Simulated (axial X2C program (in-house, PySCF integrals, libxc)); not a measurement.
**Excited states of SiF⁺ by EOM-EE-CCSD**

Computed with an axial X2C code built on PySCF integrals: two-component X2C with atomic mean-field Coulomb and Gaunt terms, Gaussian nuclei, basis Si dyall-av3z, F dyall-av3z with contracted cores.

R = 1.548 Å (near the PBE0 minimum at charge 1 of the determinant lowest at the starting distance; the state shown can have its own minimum elsewhere).

Hartree–Fock spinors of SiF⁺ (one of each Kramers pair; a window near the gap, which can cut inner shells):

| ω | occupied | ε (eV) | character |
| --- | --- | --- | --- |
| 1/2 | yes | -28.59 | 79% F p, 12% Si s, 4% F s |
| 1/2 | yes | -25.91 | 87% F p, 4% Si p, 4% Si d |
| 3/2 | yes | -25.86 | 87% F p, 4% Si p, 4% Si d |
| 1/2 | yes | -20.67 | 56% Si s, 22% Si p, 15% F p |
| 1/2 | no | -6.50 | 79% Si p, 10% F p, 6% Si d |
| 3/2 | no | -6.49 | 79% Si p, 10% F p, 6% Si d |
| 1/2 | no | -3.55 | 54% Si p, 26% Si d, 10% F s |
| 1/2 | no | -2.75 | 81% Si s, 16% Si p |
| 1/2 | no | -1.95 | 95% Si p, 4% F p |
| 3/2 | no | -1.95 | 95% Si p, 3% F p |

Vertical excitation energies from the closed-shell determinant state of SiF⁺:

```csv
Ω,excitation (eV),cm⁻¹,hole of the leading pair,particle of the leading pair,weight of the pair (for Ω = 0 its time-reversed partner can hold as much again),singles weight
0⁻,4.702,37922,"57% Si sσ, 22% Si pσ, 14% F pσ","81% Si pπ, 7% Si dπ, 7% F pπ",0.49,0.98
0⁺,4.702,37922,"57% Si sσ, 22% Si pσ, 14% F pσ","81% Si pπ, 7% Si dπ, 7% F pπ",0.49,0.98
1,4.718,38051,"57% Si sσ, 22% Si pσ, 14% F pσ","81% Si pπ, 7% Si dπ, 7% F pπ",0.49,0.98
2,4.734,38181,"57% Si sσ, 22% Si pσ, 14% F pσ","81% Si pπ, 7% Si dπ, 7% F pπ",0.98,0.98
1,7.417,59825,"44% Si sσ, 26% F pσ, 23% Si pσ","80% Si pπ, 10% F pπ",0.47,0.93
1,8.564,69077,"55% Si sσ, 22% Si pσ, 16% F pσ","48% Si pσ, 35% Si dσ, 9% F sσ",0.90,0.97
0⁻,8.564,69077,"55% Si sσ, 22% Si pσ, 16% F pσ","48% Si pσ, 35% Si dσ, 9% F sσ",0.45,0.97
1,9.015,72715,87% F pπ,"78% Si pπ, 13% F pπ, 6% F dπ",0.49,0.92
0⁻,9.017,72728,87% F pπ,"78% Si pπ, 13% F pπ, 6% F dπ",0.22,0.92
```

This point took 34 s on 1 thread of Intel(R) Xeon(R) Processor @ 2.30GHz, on a shared host.

Reference electrons by ω block (each with its −ω partner): 1/2: 9, 3/2: 2. 10 electrons of SiF⁺ correlated (inner shells frozen), 88 natural virtual spinors (a truncated set); levels can be off by some tenths of an eV. Roots sought by Ω: (0: 5, 1: 4, 2: 3, 3: 1); the list ends where they run out and leaves out roots under 60 % singles weight. The solver can skip a root, and states that need a further excitation, which the method places far too high, are missing though they may lie low or lowest. T1 of the reference 0.019 (Lee–Taylor). Number of frozen shells: Si 2 s, 1 p; F 1 s.
